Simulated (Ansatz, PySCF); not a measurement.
Reaction (SMILES): [O]O (HO2) → [O-]O (an electron is taken up)

Quantity: adiabatic electron affinity (0 K, with zero-point energies), in eV. Positive where the reaction releases energy. Set-up: open shells spin-unrestricted; six Cartesian d functions in 6-31G* and its kin unless marked 5d; 6-311+G** with 5d; LANL2DZ all-electron up to Ne; frozen cores in correlated levels; no spin-orbit coupling; no dispersion term unless named; non-relativistic. Basis-set limits of correlation are two-point, X^-3; Hartree-Fock from the larger set. Ab initio and DFT rows: single points at B3LYP-D3(BJ) geometries (Ansatz, a program for electronic structure), with unscaled harmonic terms from B3LYP/6-31G* at its own minima. Sets without +, aug- or the D of def2-TZVPD hold no diffuse functions, which anions need.

Coupled cluster (Ansatz) is a level with limits of its own, used here on species with T1 under 0.025 (0.045 for open shells) and stable references: CCSD(T)/CBS(aug-cc-pVTZ,aug-cc-pVQZ).

Value to compare with, CCSD(T)/CBS(aug-cc-pVTZ,aug-cc-pVQZ) (Ansatz): 1.10 eV.

```csv
level,program,"adiabatic electron affinity (0 K, with zero-point energies) (eV)",difference
HF/LANL2DZ,Ansatz,-0.21,-1.31
HF/6-31G*,Ansatz,-1.19,-2.29
PBE/STO-3G,Ansatz,-6.90,-8.00
PBE/def2-SVP,Ansatz,-0.59,-1.69
BP86/def2-SVP,PySCF,-0.41,-1.51
B3LYP/6-31G,Ansatz,0.26,-0.84
B3LYP/6-31G*,Ansatz,-0.29,-1.39
PBE0/6-311+G**,Ansatz,0.77,-0.33
M06-2X/6-31G* (5d),PySCF,-0.18,-1.28
MP2/6-31G*,Ansatz,-0.22,-1.32
B3LYP/def2-TZVPD,Ansatz,1.03,-0.07
```

Among the 10 habitual levels, PBE/STO-3G lies farthest from CCSD(T)/CBS(aug-cc-pVTZ,aug-cc-pVQZ) (Ansatz) (-8.00 eV) and PBE0/6-311+G** nearest (-0.33); 0 of 10 lie above it, and their mean absolute difference is 2.00 eV, the median 1.35. One case shows no general order.

The levels are drawn from those run, B3LYP/6-31G* more often than the rest, none by its result; runs whose electronic state is in doubt are left out.
